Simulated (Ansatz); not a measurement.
## Pressure series in BN

Consider BN in the zinc blende structure (space group F-43m, No. 216; a = 3.625 Å).

Cell and atoms are relaxed at each pressure.

All numbers come from PBE (Ansatz, a program for electronic structure), no SOC.

```json
[
 {"pressure (GPa)": "-2", "volume per atom (Å³/atom)": "5.985"},
 {"pressure (GPa)": "-1", "volume per atom (Å³/atom)": "?"},
 {"pressure (GPa)": "0", "volume per atom (Å³/atom)": "5.953"},
 {"pressure (GPa)": "2.1", "volume per atom (Å³/atom)": "5.920"},
 {"pressure (GPa)": "4.5", "volume per atom (Å³/atom)": "5.883"},
 {"pressure (GPa)": "9", "volume per atom (Å³/atom)": "5.816"},
 {"pressure (GPa)": "15", "volume per atom (Å³/atom)": "5.733"},
 {"pressure (GPa)": "22.5", "volume per atom (Å³/atom)": "5.636"},
 {"pressure (GPa)": "30", "volume per atom (Å³/atom)": "5.545"}
]
```

Problem. Fit the third-order Birch–Murnaghan form P(V) = (3B₀/2)[(V₀/V)^(7/3) − (V₀/V)^(5/3)]·[1 + (3/4)(B₀′ − 4)((V₀/V)^(2/3) − 1)] (squares taken in P) to the rows shown and predict the withheld row.

Solution. Least squares on the printed values gives V₀ = 5.953 Å³/atom, B₀ = 373 GPa, B₀′ = 3.6; this predicts 5.969 Å³/atom, and the run gives 5.969 Å³/atom, in agreement.

Measured bulk modulus of BN: 410.2 GPa (static lattice; corrected from measurement; as listed in Daniel Mejia-Rodriguez, S. B. Trickey, Phys. Rev. B (2018)); the computed value is 9 % below it.

Load acts through the strain it causes; cell and atoms are relaxed under it. Stability against distortions was not tested. No other phases were tried under pressure.
